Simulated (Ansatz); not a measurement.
Energy needed to pull apart CH₃AlN (SMILES N=[C][AlH2]), doublet, into free ground-state atoms, from the structure below (displaced at random from a GFN2-xTB minimum); no zero-point or spin–orbit terms; open-shell atoms are treated unrestricted, in their ground-state multiplicity.

N1  (-0.551, -1.866, -0.082)
C2  (-0.411, -0.719, -0.195)
Al3  (0.257, 1.187, -0.043)
H4  (-0.062, -2.633, 0.501)
H5  (-0.528, 2.186, -1.175)
H6  (1.330, 1.834, 0.890)
(Å)

Program: Ansatz 0.2.0. Basis: def2-TZVPP. Cores are frozen in the correlated methods; orbitals are unrestricted.

| method | atomization energy (eV) |
| --- | --- |
| SPW92 | 21.94 |
| PBE-D4 | 19.54 |
| r2SCAN-D4 | 18.96 |
| PBE0-D4 | ? |
| r2SCAN0-D4 | 18.40 |
| wB97M-V | ? |
| HF | 12.45 |
| MP2 | 18.29 |
| CCSD | 17.66 |
| CCSD(T) | 18.04 |

**Question.** What does PBE0-D4 give? (To be estimated.)

**Answer.** The calculation gives: 18.84 eV, which is about 0.80 eV more than CCSD(T)/def2-TZVPP.

**Question.** What does wB97M-V give? (To be estimated.)

**Answer.** The calculation gives: 18.90 eV, which is about 0.86 eV more than CCSD(T)/def2-TZVPP.

In triple zeta the MP2 and coupled-cluster atomization energies are still short of their basis limit by a few kcal/mol a bond, whereas those of the functionals are nearly converged, so these differences are not deviations from converged CCSD(T).

No T1 diagnostic of these runs exceeds 0.031. ⟨S²⟩ of the unrestricted Hartree–Fock references: 0.77 (a pure state has 0.75).

For scale, one of the runs: CCSD(T)/def2-TZVPP forces, 146 basis functions (an equivalent command: `ansatz run in.yaml --threads 4`). Time: 2 min of wall clock on 4 CPU threads; the host was shared. Peak host memory: 3.7 GiB.
